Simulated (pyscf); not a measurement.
PySCF, gas phase, ωB97X-D3(BJ)/def2-SVP geometries.

Q: For `[OH][GeH]` [singlet] + `[H][H]` -> `[OH][GeH3]`, an insertion (singlet surface; H–H broken, Ge–H, Ge–H formed), PBE/def2-TZVP gives ΔE‡ = 112.7 kJ/mol and ΔE = -101.5 kJ/mol (zero: the separated reactants). In which direction and how far do B3LYP-D3(BJ)/def2-TZVP, M06-2X/def2-TZVP, ωB97M-D3(BJ)/def2-TZVP move these?

A: B3LYP-D3(BJ): ΔE‡ = 139.8 kJ/mol, ΔE = -100.2 kJ/mol; M06-2X: ΔE‡ = 141.1 kJ/mol, ΔE = -114.9 kJ/mol; ωB97M-D3(BJ): ΔE‡ = 143.6 kJ/mol, ΔE = -107.6 kJ/mol. PBE's barrier lies under all of them, by 27.0 to 30.9 kJ/mol. Its reaction energy lies among theirs. Low barriers are usual for a GGA, whose delocalisation error favours stretched bonds. The same reactants have a lower exit, to GeH₂ [singlet] + H₂O (barrier +106.4 kJ/mol at ωB97M-D3(BJ)/def2-TZVP, against +143.6 kJ/mol here). One saddle was located; it need not be the lowest between these sides. Elements up to Kr have no core potential and no relativistic terms here.
